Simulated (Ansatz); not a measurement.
K2Cd3Te4 (Pnma, No. 62; cell taken from a computed entry) was calculated with LDA in Ansatz (plane waves, PAW).

Run with plane-wave cutoff 520 eV, 4×4×6 k mesh (along the axes of the cell as run), Fermi–Dirac smearing 0.01 eV, scalar-relativistic PAW data made under PBE.

Cell (relaxed with PBEsol):

```xyz
36
Lattice="14.9940 0.0000 0.0000 0.0000 11.3418 0.0000 0.0000 0.0000 7.2755" Properties=species:S:1:pos:R:3 pbc="T T T"
K      6.9484     2.8354     7.0948
K      8.0456     8.5063     0.1807
K      0.5486     8.5063     3.4571
K     14.4454     2.8354     3.8185
K      0.0000     0.0000     0.0000
K      7.4970     0.0000     3.6378
K      7.4970     5.6709     3.6378
K      0.0000     5.6709     0.0000
Cd    11.1353     6.7825     2.4547
Cd     3.8587     4.5593     4.8208
Cd    11.3557     4.5593     6.0925
Cd     3.6383     6.7825     1.1831
Cd     3.6383    10.2302     1.1831
Cd    11.3557     1.1116     6.0925
Cd     3.8587     1.1116     4.8208
Cd    11.1353    10.2302     2.4547
Cd     4.4838     8.5063     5.3422
Cd    10.5102     2.8354     1.9333
Cd     3.0132     2.8354     1.7045
Cd    11.9809     8.5063     5.5711
Te    12.9844     2.8354     0.5416
Te     2.0096     8.5063     6.7339
Te     9.5066     8.5063     4.1794
Te     5.4874     2.8354     3.0961
Te     5.3367     8.5063     2.6981
Te     9.6573     2.8354     4.5775
Te     2.1603     2.8354     6.3358
Te    12.8337     8.5063     0.9397
Te     5.5158     6.0431     6.4874
Te     9.4782     5.2986     0.7882
Te     1.9812     5.2986     2.8496
Te    13.0128     6.0431     4.4259
Te    13.0128    10.9695     4.4259
Te     1.9812     0.3722     2.8496
Te     9.4782     0.3722     0.7882
Te     5.5158    10.9695     6.4874
```

Problem. Predict the band gap.

Solution. 
- band gap: 1.33 eV

Note: cell and atoms aren't relaxed at this level (largest force component 0.15 eV/Å, pressure -1.5 GPa); this cell isn't known to be the ambient phase, and symmetry holds it in the calculation.

Spin–orbit coupling is not included; with these elements it can move the gap by several tenths of an eV or more.

Computed values are for the static lattice.

Ansatz is a first-principles code.
